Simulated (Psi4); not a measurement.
# BHF2 (SMILES FBF) at HF/def2-SVP (ints tolerance 1e-12, sweep point 6)

Aim: the vertical electron affinity of BHF2 at HF/def2-SVP (ints tolerance 1e-12, sweep point 6), from 2 runs. 

The calculation is run with Psi4 1.11.

4 further runs of the same task are left out: 4 set aside as unsound or not needed. Runs told in other sessions of the task aren't counted.

## Step 1: The molecule

The species is BHF2 (4 atoms), meant as a singlet with charge 0. As SMILES, `FBF`. The coordinates come from a PBE0-D4/def2-TZVP relaxation.

Bond lengths: F1–B2 1.313 Å, B2–F3 1.313 Å, B2–H4 1.191 Å. Angles: F1–B2–F3 118.1°, F1–B2–H4 121.0°, F3–B2–H4 121.0°.

## Step 2: A single-point energy at HF/def2-SVP (ints tolerance 1e-12, sweep point 6)

bf2h.py

```python
import psi4

psi4.set_memory('1600 MB')
psi4.set_num_threads(1)
psi4.set_output_file('psi4.out', False)

m = psi4.geometry("""
0 1
F      1.154300     0.456900    -0.361900
B     -0.001900    -0.031000     0.025200
F     -1.095400     0.528700    -0.438900
H     -0.057000    -0.954600     0.775600
symmetry c1
""")

psi4.set_options({
    'basis': 'def2-SVP',
    'puream': True,
    'scf_type': 'direct',
    'ints_tolerance': 1e-12,
    'maxiter': 60,
})

energy_value = psi4.energy('hf')
print(f'total energy {energy_value:.8f} hartree = {energy_value * 27.211386:.5f} eV')
```

The run is started by

```
$ python bf2h.py
```

psi4.out:

```text
[...]
  Running in c1 symmetry.
[...]
  Nuclear repulsion =   61.888554759542060
[...]
  Multiplicity = 1
[...]
  Nalpha       = 12
  Nbeta        = 12
[...]
    Number of basis functions: 47
[...]
   @DF-RHF iter   1:  -224.04096193486657   -8.29501e-01   7.36693e-03 ADIIS/DIIS
[...]
   @RHF iter   9:  -224.08368038793907   -6.78318e-09   5.46438e-07 DIIS
[...]
    Orbital Energies [Eh]
    ---------------------
    Doubly Occupied:
       1A    -26.313922     2A    -26.313874     3A     -7.735600
       4A     -1.629092     5A     -1.596583     6A     -0.826716
       7A     -0.770853     8A     -0.750244     9A     -0.721119
      10A     -0.666392    11A     -0.658747    12A     -0.558660
[...]
  @RHF Final Energy:  -224.08368038793907
   => Energetics <=
    Nuclear Repulsion Energy =             61.8885547595420604
    One-Electron Energy =                -434.8608736160107355
    Two-Electron Energy =                 148.8886384685296207
    Total Energy =                       -224.0836803879390686
[...]
 Multipole Moments:
 ------------------------------------------------------------------------------------
     Multipole            Electronic (a.u.)      Nuclear  (a.u.)        Total (a.u.)
 ------------------------------------------------------------------------------------
 L = 1.  Multiply by 2.5417464519 to convert [e a0] to [Debye]
 Dipole X            :          0.0469608           -0.0675938           -0.0206330
 Dipole Y            :          0.7909638           -1.1322755           -0.3413117
 Dipole Z            :         -0.6426123            0.9199550            0.2773426
 Magnitude           :                                                    0.4402707
[...]
```

On the terminal:

```text
total energy -224.08368039 hartree = -6097.62752 eV
```

Wall time 1.9 s (1 thread of AMD EPYC 7B13 (Zen 3), shared host); peak memory 0.19 GiB.

## Step 3: The doublet anion at the same level

calc.py

```python
import psi4

psi4.set_memory(1600000000)
psi4.set_num_threads(1)
psi4.set_output_file('output.dat', False)

geom = psi4.geometry("""
-1 2
F      1.154300     0.456900    -0.361900
B     -0.001900    -0.031000     0.025200
F     -1.095400     0.528700    -0.438900
H     -0.057000    -0.954600     0.775600
symmetry c1
""")

psi4.set_options({
    'basis': 'def2-SVP',
    'reference': 'uhf',
    'puream': True,
    'scf_type': 'direct',
    'ints_tolerance': 1e-12,
    'maxiter': 100,
})

energy_value = psi4.energy("hf")
print(f'total energy {energy_value:.8f} hartree = {energy_value * 27.211386:.5f} eV')
for k, v in sorted(psi4.core.scalar_variables().items()):
    print(f'{k:45s} {v:18.10f}')
```

The run is started by

```
$ python calc.py
```

output.dat:

```text
[...]
  Running in c1 symmetry.
[...]
  Nuclear repulsion =   61.888554759542060
[...]
  Multiplicity = 2
[...]
  Nalpha       = 13
  Nbeta        = 12
[...]
    Number of basis functions: 47
[...]
   @DF-UHF iter   1:  -223.91140241442511   -6.99941e-01   8.21957e-03 ADIIS/DIIS
[...]
   @UHF iter  11:  -223.96860230602141   -8.13230e-09   5.79494e-07 DIIS
[...]
   @S^2 Observed:                7.604744758E-01
[...]
    Orbital Energies [Eh]
    ---------------------
    Alpha Occupied:
       1A    -26.007835     2A    -26.007799     3A     -7.374764
       4A     -1.334254     5A     -1.303007     6A     -0.539670
       7A     -0.476275     8A     -0.458866     9A     -0.455239
      10A     -0.410545    11A     -0.367027    12A     -0.261576
      13A      0.092950
    Alpha Virtual:
      14A      0.426406    15A      0.492461    16A      0.579696
      17A      0.589544    18A      0.684567    19A      0.966733
      20A      1.026577    21A      1.142509    22A      1.467978
      23A      1.603718    24A      1.618068    25A      1.618832
[...]
  @UHF Final Energy:  -223.96860230602141
   => Energetics <=
    Nuclear Repulsion Energy =             61.8885547595420604
    One-Electron Energy =                -442.0007976572085795
    Two-Electron Energy =                 156.1436405916451235
    Total Energy =                       -223.9686023060214097
  UHF NO Occupations:
  HONO-2 :   11  A 1.9996974
  HONO-1 :   12  A 1.9954400
  HONO-0 :   13  A 1.0000000
  LUNO+0 :   14  A 0.0045600
  LUNO+1 :   15  A 0.0003026
[...]
 Multipole Moments:
 ------------------------------------------------------------------------------------
     Multipole            Electronic (a.u.)      Nuclear  (a.u.)        Total (a.u.)
 ------------------------------------------------------------------------------------
 L = 1.  Multiply by 2.5417464519 to convert [e a0] to [Debye]
 Dipole X            :          0.0965634           -0.0675938            0.0289697
 Dipole Y            :          1.6203026           -1.1322755            0.4880271
 Dipole Z            :         -1.3166304            0.9199550           -0.3966754
 Magnitude           :                                                    0.6295722
[...]
```

Standard output:

```text
total energy -223.96860231 hartree = -6094.49609 eV
CURRENT ENERGY                                   -223.9686023060
CURRENT REFERENCE ENERGY                         -223.9686023060
DD SOLVATION ENERGY                                 0.0000000000
HF KINETIC ENERGY                                 224.1627124897
HF POTENTIAL ENERGY                              -448.1313147957
HF TOTAL ENERGY                                  -223.9686023060
HF VIRIAL RATIO                                     1.9991340657
NUCLEAR REPULSION ENERGY                           61.8885547595
ONE-ELECTRON ENERGY                              -442.0007976572
PCM POLARIZATION ENERGY                             0.0000000000
PE ENERGY                                           0.0000000000
SCF ITERATION ENERGY                             -223.9686023060
SCF ITERATIONS                                     11.0000000000
SCF TOTAL ENERGY                                 -223.9686023060
TWO-ELECTRON ENERGY                               156.1436405916
```

It took 2.1 s on 1 thread of AMD EPYC 7B13 (Zen 3), shared host; peak memory 0.19 GiB.

## Step 4: Summary of results

At HF/def2-SVP (ints tolerance 1e-12, sweep point 6):

| quantity | value |
| --- | --- |
| singlet BHF2: total energy | -224.08368 Eh |
| singlet BHF2: dipole moment | 1.12 D |
| singlet BHF2: HOMO energy | -15.20 eV |
| singlet BHF2: LUMO energy | 3.66 eV |
| singlet BHF2: HOMO–LUMO gap | 18.86 eV |
| doublet anion: total energy | -223.96860 Eh |
| doublet anion: HOMO energy (highest over α and β) | 2.53 eV |
| doublet anion: LUMO energy (lowest over α and β) | 11.60 eV |
| doublet anion: ⟨S²⟩ | 0.760 |
| vertical electron affinity (to the doublet anion) | -3.131 eV |

In words: The anion lies 3.13 eV (72 kcal/mol) above the neutral: the electron isn't bound at this level, and such a value depends on the basis. Without diffuse functions anions come out too high. Hartree–Fock misses the correlation that binds many anions. The HOMO (doublet anion) lies at positive energy, 2.53 eV: the electron is unbound at this level or held by a compact basis; values depend on the basis.
